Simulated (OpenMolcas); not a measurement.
**Exact exchange and the HOMO–LUMO gap of CH3NO (formamide)**

CH3NO has 6 atoms, charge 0, and is taken as a singlet. As SMILES, `NC=O`. The shape is that of a PBE0-D4/def2-TZVP optimisation. This is one conformer, not always the lowest.

The HOMO–LUMO gap y, in eV, basis def2-TZVP; a is the functional's share of exact exchange. Programs: OpenMolcas 26.06.

| functional | program | a | y (eV) |
| --- | --- | --- | --- |
| PBE | OpenMolcas | 0 | 5.40 |
| revPBE | OpenMolcas | 0 | 5.44 |
| B3LYP | OpenMolcas | 0.2 | 7.66 |
| PBE0 | OpenMolcas | 0.25 | ? |
| BHLYP | OpenMolcas | 0.5 | 10.75 |

Fit y = c + s·a to the known rows and predict PBE0.


1. Means of the 4 rows: a = 0.1750, y = 7.312.
2. Σ(Δa)² = 0.1675, Σ(Δa·Δy) = 1.7882, so the slope is 1.7882/0.1675 = 10.676.
3. Intercept: 7.312 − (10.676) × 0.1750 = 5.444. The largest residual of the fit is 0.081.
4. PBE0: 5.444 + (10.676) × 0.25 = 8.11 eV.

The run gave 8.21 eV, so the prediction is off by -0.10 eV, about the scatter of the fit. Exact exchange lowers occupied levels and raises empty ones.
